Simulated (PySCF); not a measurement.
Consider `[NH-]N` ([H3N2]-). Coordinates in Å; atoms count from 1 in this order:
```
N     0.8363   -0.2309    0.4211
N    -0.4102    0.1202   -0.2461
H     1.4881   -0.3288   -0.3673
H    -0.7617    1.0028    0.1424
H    -1.1350   -0.5578    0.0156
```

Computed at M06-2X/ma-def2-TZVP // PBE0-D3(BJ)/ma-def2-SVP with PySCF (density fitting, grid level 3). The prefix ma- adds one diffuse s and one diffuse p function on all atoms but H. Zero-point and thermal terms (298.15 K, 1 bar) come from unscaled PBE0-D3(BJ)/ma-def2-SVP harmonic frequencies, with soft modes damped to free rotors in the entropy.

Question: Rank these of its sites by proton affinity, highest first.
A. N2 (amine nitrogen)
B. N1 (nitrogen)

Answer: B (1675 kJ/mol), A (1488 kJ/mol).

Question: For N1 (nitrogen), what are ΔE (electronic) and ΔG(298 K) of removing the proton again?

Answer: ΔE = 1711 and ΔG = 1642 kJ/mol, beside ΔH = 1675 kJ/mol. The protonated species is `NN`.
